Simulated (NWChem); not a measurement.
trimethylamine (C3H9N); SMILES CN(C)C

All runs: NWChem. Pople sets run with spherical d functions. STO-3G and 3-21G are far too small for this property and stand as cheap habits. The geometry was optimised at PBE-D3(BJ)/def2-SVP. Vertical excitations in the gas phase; the lowest state need not have the same character in each row.

Problem. Taking PBE0/def2-SVP, TDA as the yardstick, which of these has the fewest basis functions while keeping “lowest excitation, singlet (eV)” within 0.2 eV of it: PBE0/3-21G, TDA; PBE0/6-31G*, TDA; PBE0/6-31+G*, TDA?

Solution. none of them.
| level | basis functions | lowest excitation, singlet (eV) |
|---|---|---|
| PBE0/3-21G, TDA | 54 | 7.21 |
| PBE0/6-31G*, TDA | 74 | 7.00 |
| PBE0/6-31+G*, TDA | 90 | 5.46 |
| PBE0/def2-SVP, TDA | 101 | 6.37 |

The yardstick is one finite set, not the basis-set limit.
